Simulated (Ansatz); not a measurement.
The input, for Ansatz 0.2.0:

```yaml
crystal:
  periodic: [false, false, false]
  atoms:
    - {symbol: C, position_ang: [0.000000, -0.146143, 1.488223]}
    - {symbol: Na, position_ang: [0.000000, 0.038411, -0.863721]}
    - {symbol: H, position_ang: [0.000000, 0.865348, 1.966537]}
basis:
  gaussian: {orbitals: 6-31G}
magnetization: {spin_polarized: true, initial_magnetization: 0}
hamiltonian: {xc: {name: PBE0}}
correlation: {method: ccsd, electrons: all}
```

```sh
$ ansatz run in.yaml --threads 1 --pin off --events-out ev --progress --plain --max-ram 2393MiB
```

(1) Roughly how long does this take on 1 thread of Arm Neoverse N1, shared host, and how much host memory?

```
291 factors; integrals over basis functions are off by at most 2.9e-4 eV
mean field evaluation 1: about -5456.0101 eV, gradient 1.9e1 eV
mean field evaluation 2: about -5456.0178 eV, gradient 1.9e1 eV
mean field evaluation 4: about -5458.3457 eV, gradient 6.4e0 eV
mean field evaluation 8: about -5458.9359 eV, gradient 3.1e-1 eV
mean field evaluation 16: about -5458.9383 eV, gradient 7.3e-6 eV
mean field evaluation 32: about -5459.6426 eV, gradient 7.3e-4 eV
mean field evaluation 64: about -5459.6386 eV, gradient 1.7e-1 eV
mean field evaluation 96: about -5458.9350 eV, gradient 5.0e-1 eV
mean field -5459.64255135 eV, -200.6381630835 hartree, gradient 3.0e-6 eV, S^2 0.942154; 10 other end points of the search recorded, 0 dependent functions left out
reference -5445.28516896 eV, -200.1105390124 hartree; 9, 9 occupied and 15, 15 virtual orbitals, 291 factors
second order -1.93140249 eV of doubles, -0.11416447 eV of singles
cycle   1  -2.20185166 eV  change   -1.6e-1 eV  update   7.8e-2
cycle   2  -2.30996592 eV  change   -1.1e-1 eV  update   3.8e-2
...
cycle  15  -2.66715490 eV  change   -1.7e-4 eV  update   2.1e-4
cycle  16  -2.66709779 eV  change    5.7e-5 eV  update   1.0e-4
cycle  17  -2.66706936 eV  change    2.8e-5 eV  update   6.2e-5
cycle  18  -2.66704528 eV  change    2.4e-5 eV  update   3.9e-5
cycle  19  -2.66699184 eV  change    5.3e-5 eV  update   2.5e-5
cycle  20  -2.66693509 eV  change    5.7e-5 eV  update   1.7e-5
cycle  21  -2.66687310 eV  change    6.2e-5 eV  update   1.2e-5
cycle  22  -2.66684525 eV  change    2.8e-5 eV  update   6.6e-6
cycle  23  -2.66683137 eV  change    1.4e-5 eV  update   4.0e-6
cycle  24  -2.66682485 eV  change    6.5e-6 eV  update   2.3e-6
WARN: the results are in doubt because among natural orbitals full CI differs from the method by +0.553 eV
Total energy: -5447.95199381 eV, -200.2085430180 hartree
In doubt: among natural orbitals full CI differs from the method by +0.553 eV
```

The T1 diagnostic is 0.037.

## Answers

(1) 8 s wall and 0.1 GiB.
